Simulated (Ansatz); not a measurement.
**The cluster GaP2 (doublet): a spread of methods and bases**

Aim: run the cluster GaP2 (doublet) under a spread of inputs, and see what each costs and gives.

Computed with Ansatz 0.2.0, Gaussian basis. Level: the settings change from run to run.

1 further run of the same task is left out (set aside as unsound or not needed). Runs told in other sessions of the task aren't counted.

### 1 The geometry

The structure was relaxed beforehand with PBE0-D4 in a triple-zeta def2 set.

3 atoms, charge 0, spin multiplicity 2.

Atoms are counted from 1 here; the program's logs count them from 0.

Bond lengths: Ga1–P2 2.612 Å, Ga1–P3 2.612 Å, P2–P3 1.960 Å. Angles: P2–Ga1–P3 44.1°, Ga1–P2–P3 68.0°, Ga1–P3–P2 68.0°.

### 2 rPW86-PBE/def2-mTZVP

This run has restricted open-shell orbitals, density fitting with def2-universal-jkfit, the search for lower states set to off.

Input file in.yaml:

```yaml
crystal:
  periodic: [false, false, false]
  atoms:
    - {symbol: Ga, position_ang: [-1.292422, 0.807226, 0.532396]}
    - {symbol: P, position_ang: [1.206461, 0.060489, 0.390700]}
    - {symbol: P, position_ang: [0.085961, -0.867715, -0.923096]}
basis:
  gaussian: {orbitals: def2-mTZVP, fitting: {mean_field: def2-universal-jkfit}}
magnetization: {spin_polarized: false, initial_magnetization: 1}
hamiltonian: {xc: {name: rPW86-PBE}}
scf: {lower_state_search: off}
output: {forces: true}
```

On the command line:

```console
> ansatz run in.yaml --threads 4 --pin off --events-out ev --progress --plain --max-ram 3916MiB
```

Output:

```text
Functional definition: rPW86-PBE
  name "rPW86-PBE"
  cite "Murray, Lee & Langreth, J. Chem. Theory Comput. 5, 2754 (2009) doi:10.1021/ct900365q"
  cite "Perdew, Burke & Ernzerhof, Phys. Rev. Lett. 77, 3865 (1996) doi:10.1103/PhysRevLett.77.3865"
  parent pbe
  exchange = rpw86_x
  correlation = pbe_c
these checks for a lower state are left out or cut short: stability, starts, cluster_reference, orbital_swaps, neighbouring_geometries, increment
522 factors; integrals over basis functions are off by at most 4.1e-2 eV
mean field evaluation 1: about -70992.8539 eV, gradient 3.5e1 eV
mean field evaluation 2: about -70992.8538 eV, gradient 3.5e1 eV
mean field evaluation 4: about -70994.5436 eV, gradient 8.4e0 eV
mean field evaluation 8: about -70994.9924 eV, gradient 1.5e-1 eV
mean field evaluation 16: about -70994.9925 eV, gradient 2.2e-6 eV
mean field -70994.99253739 eV, -2609.0178536148 hartree, gradient 2.2e-6 eV, S^2 0.750000; 0 other end points of the search recorded, 0 dependent functions left out
the calculation of the forces begins
reference -70994.99261876 eV, -2609.0178566049 hartree; 31, 30 occupied and 49, 50 virtual orbitals, 522 factors
Total energy: -70994.99261876 eV, -2609.0178566049 hartree
Atom 0 at    -1.292422     0.807226     0.532396 Å, force    -0.366736     0.228784     0.150774 eV/Å
Atom 1 at     1.206461     0.060489     0.390700 Å, force     0.809892     0.404136     0.658701 eV/Å
Atom 2 at     0.085961    -0.867715    -0.923096 Å, force    -0.443156    -0.632920    -0.809475 eV/Å
Dipole moment:    -0.179923     0.112414     0.074158 e Å
Checks for a lower state left out: stability, starts, cluster_reference, orbital_swaps, neighbouring_geometries, increment
```

Wall time 1.4 s (4 threads of Arm Neoverse V1, shared host).

Largest force 1.119 eV/Å, dipole 1.08 D.

### 3 B2GP-PLYP/cc-pVDZ

Input file in.yaml:

```yaml
crystal:
  periodic: [false, false, false]
  atoms:
    - {symbol: Ga, position_ang: [-1.292422, 0.807226, 0.532396]}
    - {symbol: P, position_ang: [1.206461, 0.060489, 0.390700]}
    - {symbol: P, position_ang: [0.085961, -0.867715, -0.923096]}
basis:
  gaussian: {orbitals: cc-pVDZ}
magnetization: {spin_polarized: true, initial_magnetization: 1}
hamiltonian: {xc: {name: B2GP-PLYP}}
scf: {omitted_lower_state_checks: [starts]}
output: {forces: true}
```

The command is unchanged.

Output, cut to the lines that bear on the results:

```text
Functional definition: B2GP-PLYP
  name "B2GP-PLYP"
  cite "Karton, Tarnopolsky, Lamère, Schatz & Martin, J. Phys. Chem. A 112, 12868 (2008) doi:10.1021/jp801805p"
  cite "Becke, Phys. Rev. A 38, 3098 (1988) doi:10.1103/PhysRevA.38.3098"
  cite "Lee, Yang & Parr, Phys. Rev. B 37, 785 (1988) doi:10.1103/PhysRevB.37.785"
[...]
710 factors; integrals over basis functions are off by at most 8.9e-4 eV
[...]
mean field -70926.16251367 eV, -2606.4883968978 hartree, gradient 6.9e-6 eV, S^2 0.762835; 0 other end points of the search recorded, 0 dependent functions left out
19 core orbitals not correlated: weight in the atoms' cores, before any rotation towards them, 1.000 or more for the frozen orbitals, at most 0.000 for the correlated occupied ones
reference -70926.16261296 eV, -2606.4884005464 hartree; 12, 11 occupied and 32, 33 virtual orbitals, 710 factors
second order -9.41103506 eV of doubles, -0.00000000 eV of singles
[...]
Total energy: -70929.55058558 eV, -2606.6129062438 hartree
Atom 0 at    -1.292422     0.807226     0.532396 Å, force    -0.232855     0.145108     0.095562 eV/Å
Atom 1 at     1.206461     0.060489     0.390700 Å, force     0.735039     0.439323     0.676924 eV/Å
Atom 2 at     0.085961    -0.867715    -0.923096 Å, force    -0.502184    -0.584431    -0.772486 eV/Å
Dipole moment:    -0.129613     0.080992     0.053433 e Å
Checks for a lower state left out: starts
```

Wall time 4.1 s (4 threads of Arm Neoverse V1, shared host).

Largest force 1.092 eV/Å, dipole 0.78 D, ⟨S²⟩ 0.763.

### 4 wPBEh/x2c-TZVPPall

Options: charge +1, multiplicity 1, finite nuclei.

in.yaml: that of step 3 with these lines changed.

```diff
@@ -7,5 +7,5 @@
 basis:
-  gaussian: {orbitals: cc-pVDZ}
-magnetization: {spin_polarized: true, initial_magnetization: 1}
-hamiltonian: {xc: {name: B2GP-PLYP}}
+  gaussian: {orbitals: x2c-TZVPPall, nuclear_model: gaussian}
+total_charge: 1
+hamiltonian: {xc: {name: wPBEh}}
 scf: {omitted_lower_state_checks: [starts]}
```

Same command.

Output, cut to the lines that bear on the results:

```text
Functional definition: wPBEh
  name "wPBEh"
  cite "Heyd, Scuseria & Ernzerhof, J. Chem. Phys. 118, 8207 (2003) doi:10.1063/1.1564060"
  cite "Krukau, Vydrov, Izmaylov & Scuseria, J. Chem. Phys. 125, 224106 (2006) doi:10.1063/1.2404663"
  cite "Heyd & Scuseria, J. Chem. Phys. 120, 7274 (2004) doi:10.1063/1.1668634"
  cite "Ernzerhof & Perdew, J. Chem. Phys. 109, 3313 (1998) doi:10.1063/1.476928"
  cite "Perdew, Burke & Ernzerhof, Phys. Rev. Lett. 77, 3865 (1996) doi:10.1103/PhysRevLett.77.3865"
  parent pbe
[...]
1009 factors; their error is unknown
56 factors; integrals over basis functions are off by at most 1.4e-6 eV
[...]
mean field -71497.32432105 eV, -2627.4782061716 hartree, gradient 4.3e-5 eV, S^2 0.000000; 0 other end points of the search recorded, 0 dependent functions left out
[...]
reference -71497.32435053 eV, -2627.4782072549 hartree; 30, 30 occupied and 102, 102 virtual orbitals, 1009 factors
Total energy: -71497.32435053 eV, -2627.4782072549 hartree
Relativity: scalar
Atom 0 at    -1.292422     0.807226     0.532396 Å, force    -1.761149     1.099941     0.725434 eV/Å
Atom 1 at     1.206461     0.060489     0.390700 Å, force    -0.154054    -1.407116    -1.575911 eV/Å
Atom 2 at     0.085961    -0.867715    -0.923096 Å, force     1.915203     0.307175     0.850477 eV/Å
Dipole moment:     0.119830    -0.074872    -0.049393 e Å
Checks for a lower state left out: starts
```

It took 1.7 s on 4 threads of Arm Neoverse V1, shared host.

Largest force 2.199 eV/Å.

### 5 wB97M-V/def2-SVP

This run has atoms shaken by 0.08 Å.

Input file in.yaml:

```yaml
crystal:
  periodic: [false, false, false]
  atoms:
    - {symbol: Ga, position_ang: [-1.349185, 0.802547, 0.417322]}
    - {symbol: P, position_ang: [1.262699, -0.009037, 0.355929]}
    - {symbol: P, position_ang: [0.096547, -1.001425, -0.893412]}
basis:
  gaussian: {orbitals: def2-SVP}
magnetization: {spin_polarized: true, initial_magnetization: 1}
hamiltonian: {xc: {name: wB97M-V}}
output: {forces: true}
```

The command is unchanged.

Output, cut to the lines that bear on the results:

```text
Functional definition: wB97M-V
  name "wB97M-V"
  cite "Mardirossian & Head-Gordon, J. Chem. Phys. 144, 214110 (2016) doi:10.1063/1.4952647"
  cite "Becke, J. Chem. Phys. 107, 8554 (1997) doi:10.1063/1.475007"
  cite "Vydrov & Van Voorhis, J. Chem. Phys. 133, 244103 (2010) doi:10.1063/1.3521275"
  # Of w^i u^j: cxij and so on, Table III.
[...]
  gx(w, u) = 1 - cx + cx01*u + cx10*w
  gss(w, u) = css00 + css04*u^4 + css10*w + css20*w^2 + css43*w^4*u^3
  gos(w, u) = cos00 + cos10*w + (cos20 + cos21*u)*w^2 + (cos60 + cos61*u)*w^6
[...]
      + integral(e_c_pw_mod_opposite_spin*gos(b97_w_opposite, b97_u_opposite)) + vv10(b, c)
637 factors; integrals over basis functions are off by at most 1.4e-3 eV
206 factors; integrals over basis functions are off by at most 5.2e-6 eV
[...]
mean field -70938.85584436 eV, -2606.9548681968 hartree, gradient 5.6e-5 eV, S^2 0.753977; 2 other end points of the search recorded, 0 dependent functions left out
[...]
reference -70938.85587845 eV, -2606.9548694496 hartree; 31, 30 occupied and 37, 38 virtual orbitals, 637 factors
Total energy: -70938.85587845 eV, -2606.9548694496 hartree
Atom 0 at    -1.349185     0.802547     0.417322 Å, force     0.406079    -0.214135    -0.092437 eV/Å
Atom 1 at     1.262699    -0.009037     0.355929 Å, force    -0.608338    -0.154988    -0.309911 eV/Å
Atom 2 at     0.096547    -1.001425    -0.893412 Å, force     0.202259     0.369123     0.402348 eV/Å
Dipole moment:    -0.218650     0.132591     0.066068 e Å
```

It took 6 s on 4 threads of Arm Neoverse V1, shared host.

Largest force 0.700 eV/Å, dipole 1.27 D, ⟨S²⟩ 0.754.

### 6 The runs in one table

| level | charge | multiplicity | geometry | functions | energy (eV) | time |
| --- | --- | --- | --- | --- | --- | --- |
| rPW86-PBE/def2-mTZVP | 0 | 2 | relaxed | 80 | -70994.993 | 1.4 s |
| B2GP-PLYP/cc-pVDZ | 0 | 2 | relaxed | 63 | -70929.551 | 4.1 s |
| wPBEh/x2c-TZVPPall | 1 | 1 | relaxed | 132 | -71497.324 | 1.7 s |
| wB97M-V/def2-SVP | 0 | 2 | shaken | 68 | -70938.856 | 6 s |

### 7 Outcome

| quantity | value |
| --- | --- |
| runs | 4 |
| quickest | rPW86-PBE/def2-mTZVP, 1.4 s |
| slowest | wB97M-V/def2-SVP, 6 s |
| spread of total energies, same state and geometry | 65.4 eV |
| dipole, same state and geometry | 0.78 to 1.08 D |

What this shows: wB97M-V/def2-SVP took 4 times as long as rPW86-PBE/def2-mTZVP. The jobs differ in tasks and options as well as level. The totals spread over 65 eV; they can't be compared across methods or bases. At the PBE0-D4/def2-TZVP geometry and in the same state, the sound runs without point charges leave forces up to 1.12 eV/Å (rPW86-PBE/def2-mTZVP).
